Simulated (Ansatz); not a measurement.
## Ansatz (development build ahead of 0.2.0) run

```yaml
crystal:
  periodic: [false, false, false]
  atoms:
    - { symbol: "N", position_ang: [0.0, 0.0, 0.0] }
    - { symbol: Al, position_ang: [0.0, 0.0, 4.137] }
    - { symbol: "N", position_ang: [0.0, 2.8804, -0.7718] }
basis:
  gaussian: { orbitals: pcseg-2 }
magnetization:
  initial_magnetization: 1
hamiltonian:
  xc: pbe0
```

The input is written out in the form of the current development build from the run's settings.

Output:

```json
{"Converged": "yes", "Total energy": "-351.13249 hartree", "Spin squared of the determinant": "0.750", "Stability test": "minimum among restricted orbitals"}
```

Caution: stretched shape with no unrestricted run beside it, a lower state can exist; charge can spread falsely over distant fragments.
